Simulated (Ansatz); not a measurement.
Basis-set extrapolation for C3H5N, SMILES `C=C=CN` (PBE0-D4/def2-TZVP geometry, frozen core, Ansatz 0.2.0). Multiplicity 1, RHF reference.

```
                      def2-TZVPP   def2-QZVPP
                 HF  -170.959672  -170.967490
    MP2 correlation    -0.685075    -0.730590
CCSD(T) correlation    -0.747028      not run
```

Energies in hartree. Use E(X) = E(∞) + A·exp(−7.88·√X) for Hartree–Fock and E(X) = E(∞) + B·X^(−2.97) for correlation, with X = 3 and 4, and add CCSD(T) minus MP2 of the smaller set to the MP2 limit.

What is the CCSD(T) energy at the basis-set limit?

HF limit: -170.967490 + (-0.007818) × 0.13774 = -170.96857. MP2 limit: -0.730590 + (-0.045515) × 0.74074 = -0.76430. Higher-order term: -0.747028 − (-0.685075) = -0.06195. Total: -171.79482 hartree, 231.4 kJ/mol below CCSD(T)/def2-TZVPP.
